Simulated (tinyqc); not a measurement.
Stretching all distances: RHF, UHF, MP2, CISD and CCSD against full CI in the sto-6g basis, for CH2, spin multiplicity 1. Computed by the program tinyqc with PySCF. All coordinates are multiplied by the scale. c0^2 is the weight of the RHF determinant in the lowest singlet FCI state (UHF is spin-contaminated and may lie near states of higher spin) and n(LUMO) the first natural occupation beyond the occupied space.

Geometry (angstrom):
```
atom       x        y       z
C     0.0000   0.0000  0.0000
H     0.0000   0.8860  0.6020
H     0.0000  -0.8860  0.6020
```

Full CI energy (hartree) and errors against it (kcal/mol):
```
scale   distance 1-2 (angstrom)      E(FCI)       RHF      UHF      MP2     CISD     CCSD  <S^2> UHF    c0^2  n(LUMO)
0.8800                   0.9426  -38.739758   31.1023   4.7326  13.6299   1.5306   0.3518     0.8601  0.9123   0.1518
1.1800                   1.2640  -38.793735   47.5424  30.3027  19.5664   2.6328   0.4045     0.7559  0.9132   0.0932
1.4700                   1.5746  -38.704466   78.4660  65.0270  32.9380   6.6223   0.5473     0.9559  0.8497   0.1311
1.7600                   1.8853  -38.619075  125.6978  51.8394  53.2087  17.0543   0.2006     1.5180  0.7080   0.3095
2.0600                   2.2066  -38.566350  186.0506  28.0756  74.8993  35.1965  -4.5033     1.8349  0.5132   0.5565
```

What does the comparison show, and why?

UHF lies below RHF over the whole range. The weight c0^2 goes from 0.91 to 0.51 and n(LUMO) from 0.15 to 0.56: static correlation grows as the bonds break into open-shell fragments. The spread of the error along the curve, which distorts its shape, is CCSD 5.1, CISD 33.7, UHF 60.3, MP2 61.3, RHF 154.9 kcal/mol. Below FCI somewhere: CCSD, as non-variational methods may be. The table stops here: at scale 2.36 and beyond, the reference weight falls under 0.45 or RHF, UHF or CCSD hop between solutions, so those rows were left out and the spreads given cover only the rows shown. As computed, partly on other solutions, the errors there reach in size RHF 245, UHF 39, MP2 110, CISD 62, CCSD 1 kcal/mol.
